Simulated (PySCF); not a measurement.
Vibration and rotation of LiB

UHF-CCSD(T) constants of LiB, ³Π (triplet), unpaired electrons σ ↑, π ↑ (PySCF, no relativity, basis sets Li def2-SVPD, B def2-SVPD; masses 7.0160 and 11.0093 u):

- ωe: 542.0 cm⁻¹
- ωexe: 6.19 cm⁻¹
- Be: 0.85033 cm⁻¹
- αe: 0.0137 cm⁻¹
- De to Li + B: 1.13 eV

What force constant and bond length do these constants imply?

Reduced mass μred = 4.2852 u; k = 5.8918×10⁻⁷·μred·ωe² (u, cm⁻¹, mdyn/Å) = 0.742 mdyn/Å; Re = √(16.8576/(μred·Be)) (u, cm⁻¹, Å) = 2.151 Å.

Estimate the centrifugal constant D from the Kratzer relation and find the Dunham coefficient a1.

D = 4Be³/ωe² = 8.37e-06 cm⁻¹; a1 = −1 − αeωe/(6Be²) = -2.71.

Correlated steps freeze 1 core orbital. Correlated levels converge slowly with the basis: in double zeta they bind strong bonds too weakly, by up to about 1 eV, and carry superposition errors of some tenths. The state was picked by a PBE0 search and need not be the measured ground state.
